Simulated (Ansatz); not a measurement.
C3H5FO2 (`CC1(F)OCO1`), relaxed with RKS PBE-D4/def2-SVP in Ansatz 0.2.0 from a rough embedded geometry. The force threshold is 0.03 eV/Å; the program also tests the step.

Charge 0, multiplicity 1.

Start:

```xyz
11

C    -1.080   -0.755   -0.857
C     0.114   -0.444   -0.019
F     0.817   -1.529    0.209
O     0.954    0.614   -0.491
C     0.997    1.159    0.814
O    -0.144    0.332    1.180
H    -0.843   -1.158   -1.791
H    -1.662    0.193   -0.978
H    -1.800   -1.458   -0.294
H     1.896    0.845    1.337
H     0.751    2.201    0.890
```

| step | energy (eV) | largest force (eV/Å) | largest move (Å) |
| --- | --- | --- | --- |
| 1 | -9984.0153 | 3.240 | 0.000 |
| 2 | -9984.3663 | 1.046 | 0.103 |
| 3 | -9984.4373 | 0.484 | 0.092 |
| 4 (rejected) | -9984.4329 | 0.514 | 0.081 |
| 5 | -9984.4509 | 0.059 | 0.039 |
| 6 | -9984.4526 | 0.056 | 0.038 |
| 7 (rejected) | -9984.4520 | 0.103 | 0.024 |
| 8 | -9984.4529 | 0.008 | 0.012 |

End:

```xyz
11

C    -1.107   -0.669   -0.814
C     0.145   -0.477    0.002
F     0.762   -1.698    0.161
O     1.064    0.486   -0.478
C     0.952    1.114    0.800
O    -0.015    0.166    1.253
H    -0.842   -1.093   -1.802
H    -1.622    0.298   -0.955
H    -1.783   -1.374   -0.293
H     1.901    1.096    1.388
H     0.546    2.151    0.738
```

Run time 8.5 s (4 threads of an Arm Neoverse V2 on a shared host); peak host memory 0.15 GiB.
